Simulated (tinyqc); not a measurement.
Worked calculation: ROHF in the sto-3g basis, for BH, spin multiplicity 3. This run ends on a higher stationary point, not on the lowest solution. One step of it, computed by the program tinyqc.

Task: Iteration 4: building the Fock matrix. J_ij = sum D_kl (ij|kl) with D = D(alpha) + D(beta), K_ij = sum D_kl (ik|jl) for each spin; F = H + J - K(s); E = tr D H + tr D J / 2 - 0.5 sum_s tr D(s) K(s) + E_nn.

D(alpha) after iteration 3, lower triangle:
```
            1B 1s      1B 2s    1B 2px    1B 2py     1B 2pz     2H 1s
1B 1s    1.079223
1B 2s   -0.295164   1.100712
1B 2px   0.000000   0.000000  0.000000
1B 2py   0.000000   0.000000  0.000000  0.000000
1B 2pz  -0.005924   0.027930  0.000000  0.000000   1.034669
2H 1s    0.032687  -0.154119  0.000000  0.000000  -0.191305  1.055612
```

D(beta) after iteration 3, lower triangle:
```
            1B 1s     1B 2s    1B 2px    1B 2py    1B 2pz     2H 1s
1B 1s    1.065154
1B 2s   -0.243482  0.910810
1B 2px   0.000000  0.000000  0.000000
1B 2py   0.000000  0.000000  0.000000  0.000000
1B 2pz  -0.003980  0.014217  0.000000  0.000000  0.000222
2H 1s   -0.082558  0.270386  0.000000  0.000000  0.004222  0.080373
```

core Hamiltonian H = T + V (hartree), lower triangle:
```
             1B 1s      1B 2s     1B 2px     1B 2py     1B 2pz      2H 1s
1B 1s   -12.572357
1B 2s    -3.255004  -3.663605
1B 2px    0.000000   0.000000  -2.858233
1B 2py    0.000000   0.000000   0.000000  -2.858233
1B 2pz   -0.005933  -0.060439   0.000000   0.000000  -2.889419
2H 1s    -0.102525  -0.395346   0.000000   0.000000  -0.461549  -1.722671
```

Two-electron integrals (ij|kl) in chemists' order, unique and non-zero (hartree):
```
(11|11) 2.923513   (21|11) 0.518376   (21|21) 0.109262   (22|11) 0.744229
(22|21) 0.193177   (22|22) 0.544804   (31|31) 0.020264   (32|31) 0.029996
(32|32) 0.120346   (33|11) 0.742491   (33|21) 0.193240   (33|22) 0.544682
(33|33) 0.586773   (41|41) 0.020264   (42|41) 0.029996   (42|42) 0.120346
(43|43) 0.031630   (44|11) 0.742491   (44|21) 0.193240   (44|22) 0.544682
(44|33) 0.523513   (44|44) 0.586773   (51|51) 0.020264   (52|51) 0.029996
(52|52) 0.120346   (53|53) 0.031630   (54|54) 0.031630   (55|11) 0.742491
(55|21) 0.193240   (55|22) 0.544682   (55|33) 0.523513   (55|44) 0.523513
(55|55) 0.586773   (61|11) 0.015910   (61|21) 0.003349   (61|22) 0.005966
(61|33) 0.005941   (61|44) 0.005941   (61|51) 0.000264   (61|52) 0.000487
(61|55) 0.006020   (61|61) 0.000106   (62|11) 0.061259   (62|21) 0.016279
(62|22) 0.053800   (62|33) 0.052146   (62|44) 0.052146   (62|51) 0.001755
(62|52) 0.012530   (62|55) 0.057050   (62|61) 0.000537   (62|62) 0.009541
(63|31) 0.001235   (63|32) 0.006549   (63|53) 0.002103   (63|63) 0.000764
(64|41) 0.001235   (64|42) 0.006549   (64|54) 0.002103   (64|64) 0.000764
(65|11) 0.070628   (65|21) 0.018935   (65|22) 0.065346   (65|33) 0.062361
(65|44) 0.062361   (65|51) 0.002796   (65|52) 0.019235   (65|55) 0.071240
(65|61) 0.000640   (65|62) 0.013209   (65|65) 0.018697   (66|11) 0.251207
(66|21) 0.067649   (66|22) 0.250114   (66|33) 0.240450   (66|44) 0.240450
(66|51) 0.005909   (66|52) 0.058809   (66|55) 0.269202   (66|61) 0.002215
(66|62) 0.065798   (66|65) 0.098016   (66|66) 0.774606
```

nuclear repulsion = 1.25635615 hartree

Give: Coulomb J; exchange K(alpha); exchange K(beta); F(alpha); F(beta); total energy of this density.

Result:

Coulomb J (hartree), lower triangle:
```
         1B 1s   1B 2s  1B 2px  1B 2py  1B 2pz   2H 1s
1B 1s   8.2477
1B 2s   1.6557  3.3190
1B 2px  0.0000  0.0000  3.2828
1B 2py  0.0000  0.0000  0.0000  3.2828
1B 2pz  0.0082  0.0720  0.0000  0.0000  3.3787
2H 1s   0.0512  0.3541  0.0000  0.0000  0.4451  2.1107
```

exchange K(alpha) (hartree), lower triangle:
```
         1B 1s   1B 2s  1B 2px  1B 2py  1B 2pz   2H 1s
1B 1s   2.9904
1B 2s   0.5500  0.7178
1B 2px  0.0000  0.0000  0.1674
1B 2py  0.0000  0.0000  0.0000  0.1674
1B 2pz  0.0000  0.0053  0.0000  0.0000  0.7305
2H 1s   0.0179  0.0961  0.0000  0.0000  0.1267  0.7904
```

exchange K(beta) (hartree), lower triangle:
```
          1B 1s   1B 2s  1B 2px  1B 2py  1B 2pz   2H 1s
1B 1s    2.9603
1B 2s    0.5210  0.5458
1B 2px   0.0000  0.0000  0.1200
1B 2py   0.0000  0.0000  0.0000  0.1200
1B 2pz  -0.0004  0.0293  0.0000  0.0000  0.1288
2H 1s    0.0140  0.1184  0.0000  0.0000  0.0402  0.1072
```

F(alpha) (hartree), lower triangle:
```
          1B 1s    1B 2s  1B 2px  1B 2py   1B 2pz    2H 1s
1B 1s   -7.3150
1B 2s   -2.1494  -1.0625
1B 2px   0.0000   0.0000  0.2571
1B 2py   0.0000   0.0000  0.0000  0.2571
1B 2pz   0.0022   0.0063  0.0000  0.0000  -0.2412
2H 1s   -0.0692  -0.1374  0.0000  0.0000  -0.1431  -0.4024
```

F(beta) (hartree), lower triangle:
```
          1B 1s    1B 2s  1B 2px  1B 2py   1B 2pz   2H 1s
1B 1s   -7.2849
1B 2s   -2.1204  -0.8905
1B 2px   0.0000   0.0000  0.3045
1B 2py   0.0000   0.0000  0.0000  0.3045
1B 2pz   0.0026  -0.0177  0.0000  0.0000   0.3605
2H 1s   -0.0653  -0.1596  0.0000  0.0000  -0.0566  0.2808
```

total energy of this density = -24.569856 hartree
